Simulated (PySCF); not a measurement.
Molecule: `C1=CPC=C1`, C4H5P.

Atoms are numbered as in `[cH:1]1[cH:2][cH:3][pH:4][cH:5]1`. Each H is labelled by its parent atom.

Geometry PBE0-D3(BJ)/def2-SVP throughout; GIAO in PySCF 2.14, gas phase, one conformer, non-relativistic; equivalent atoms averaged; functional PBE0.

For orientation, STO-3G gives these shifts δ (against TMS, H3PO4 at the same level): C3/C5 123.9, C1/C2 116.2, P4 -15.5, H(C3)/H(C5) 6.36, H(C1)/H(C2) 6.29, H(P4) 2.78 ppm.

A run gave: C3/C5 131.8, C1/C2 134.3, P4 -89.7, H(C3)/H(C5) 6.90, H(C1)/H(C2) 7.38, H(P4) 4.91 ppm (shifts δ (against TMS, H3PO4 at the same level)).

Question: Which basis set was used in that run?
A. 6-31G
B. def2-TZVP
C. 6-31G*
D. def2-SVP
E. 6-311+G(2d,p)

Answer: A. P4 tells them apart best: 6-31G gives -89.7, 6-311+G(2d,p) gives -68.1, 6-31G* gives -50.1, def2-TZVP gives -68.3, def2-SVP gives -54.4 ppm.
